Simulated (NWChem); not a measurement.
System: C$_{2}$H$_{3}$, doublet; SMILES [CH]=C

```xyz
5

C     -0.1077    -0.7161     0.0000
C     -0.0005     0.5906     0.0000
H      0.5498    -1.5858     0.0000
H      0.9801     1.0933     0.0000
H     -0.8807     1.2459     0.0000
```
Atoms are numbered in this order, from 1.

In the optimisation the excess spin sits in a' (Cs, its own frame). Structure relaxed at the PBE0/def2-SVP, spin-unrestricted level. No stability test was run on the SCF state. B3LYP is NWChem's, with the RPA form of VWN correlation.

Symmetry labels are those of Cs in the frame above (b1 and b2, or b-type labels, depend on it).

### Question
List the 4 lowest vertical excitations from B3LYP/6-31+G* (spherical d), spin-unrestricted, TDA (NWChem).

### Answer
```tsv
state	energy (eV)	oscillator strength	symmetry of the excitation	<S²>
state 1	3.29	0.002	a"	0.76
state 2	4.60	0.004	a"	0.77
state 3	4.75	0.000	a'	2.73
state 4	6.14	0.007	a'	0.78
```
